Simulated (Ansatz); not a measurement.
Basis-set extrapolation for C2H7NO2 (`NCC(O)O`) (PBE0-D4/def2-TZVP geometry, frozen core, Ansatz). Multiplicity 1, RHF reference.

|  | def2-TZVPP | def2-QZVPP |
| --- | --- | --- |
| HF | -284.105059 | -284.118442 |
| MP2 correlation | -1.043763 | -1.120816 |
| CCSD(T) correlation | -1.113071 | not run |

Energies in hartree. Use E(X) = E(∞) + A·exp(−7.88·√X) for Hartree–Fock and E(X) = E(∞) + B·X^(−2.97) for correlation, with X = 3 and 4, and add CCSD(T) minus MP2 of the smaller set to the MP2 limit.

What is the CCSD(T) energy at the basis-set limit?

HF limit: -284.118442 + (-0.013383) × 0.13774 = -284.12029. MP2 limit: -1.120816 + (-0.077053) × 0.74074 = -1.17789. Higher-order term: -1.113071 − (-1.043763) = -0.06931. Total: -285.36749 hartree, 4.06 eV below CCSD(T)/def2-TZVPP.
